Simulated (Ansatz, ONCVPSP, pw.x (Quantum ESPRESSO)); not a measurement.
Which Nb potential is closest to all-electron in the sc crystal?

All use LDA (Perdew-Wang 92), scalar-relativistic, no spin, cutoffs from each file’s atomic test, pw.x 7.5; 12³ k-points, Fermi–Dirac smearing 0.01 Ry. Δ is the rms difference from all-electron LAPW of the E(V) curves that follow from fits to the pressures, over ±6 % in volume. Mesh and smearing are coarse and serve the comparison alone. The files are a selection: those with a ghost or negative overlap were mostly not run, and those with noisy or unconverged pressures or nearly equal Δ are left out.

All-electron: a0 = 2.666 Å (V0 = 18.95 Å³/atom), B0 = 150.3 GPa.

**Question.** Rank them by Δ, smallest first.
A. optimised norm-conserving Vanderbilt (ONCV), ONCVPSP 4.0.1.1 (patched build), LDA (Perdew-Wang 92); core [Ar] 3d10 4s2, reference 4p6 4d4 5s1; waves: 5s: rc 3.20 bohr, ncon 4, nbas 7, qcut 2.2 1/bohr, 3 projectors, debl 2.7 Ha; 4p: rc 2.10 bohr, ncon 4, nbas 8, qcut 5.5 1/bohr, 2 projectors, debl 1.1 Ha; 4d: rc 1.90 bohr, ncon 4, nbas 9, qcut 5.7 1/bohr, 2 projectors, debl 0.5 Ha; local part: polynomial inside 1.30 bohr (lpopt 5, dvloc0 1 Ha); core correction: polynomial model core, fcfact 0.6. In the p channel the program set the typed energies aside and used -1.272, 0.250 Ha.
B. optimised norm-conserving Vanderbilt (ONCV), ONCVPSP 4.0.1.1 (patched build), LDA (Perdew-Wang 92); core [Ar] 3d10, reference 4s2 4p6 4d4 5s1; waves: 4s+5s: rc 2.25 bohr, ncon 4, nbas 8, qcut 4.9 1/bohr, 2 projectors; 4p: rc 2.15 bohr, ncon 4, nbas 9, qcut 6.4 1/bohr, 2 projectors, debl 1.9 Ha; 4d: rc 2.20 bohr, ncon 4, nbas 8, qcut 6.6 1/bohr, 2 projectors, debl 0.9 Ha; local part: polynomial inside 2.05 bohr (lpopt 4, dvloc0 4 Ha); core correction: none.
C. optimised norm-conserving Vanderbilt (ONCV), ONCVPSP 4.0.1.1 (patched build), LDA (Perdew-Wang 92); core [Ar] 3d10, reference 4s2 4p6 4d4 5s1; waves: 4s+5s: rc 2.25 bohr, ncon 3, nbas 7, qcut 4.8 1/bohr, 2 projectors; 4p: rc 1.50 bohr, ncon 4, nbas 8, qcut 8.7 1/bohr, 2 projectors, debl 1.6 Ha; 4d: rc 2.35 bohr, ncon 4, nbas 9, qcut 6.5 1/bohr, 2 projectors, debl 0.6 Ha; local part: polynomial inside 1.45 bohr (lpopt 5, dvloc0 0 Ha); core correction: Teter function, fcfact 3, rcfact 1.7.
D. optimised norm-conserving Vanderbilt (ONCV), ONCVPSP 4.0.1.1 (patched build), LDA (Perdew-Wang 92); core [Ar] 3d10, reference 4s2 4p6 4d4 5s0.75 5p0.25; waves: 4s+5s: rc 1.95 bohr, ncon 4, nbas 9, qcut 7.1 1/bohr, 2 projectors; 4p+5p: rc 2.30 bohr, ncon 4, nbas 8, qcut 7.5 1/bohr, 2 projectors; 4d: rc 2.80 bohr, ncon 4, nbas 9, qcut 4.7 1/bohr, 2 projectors, debl 2.1 Ha; local part: polynomial inside 1.70 bohr (lpopt 5, dvloc0 3 Ha); core correction: Teter function, fcfact 2.25, rcfact 1.35.

**Answer.** C (1.0 meV/atom), A (1.6 meV/atom), D (6.0 meV/atom), B (12.8 meV/atom).
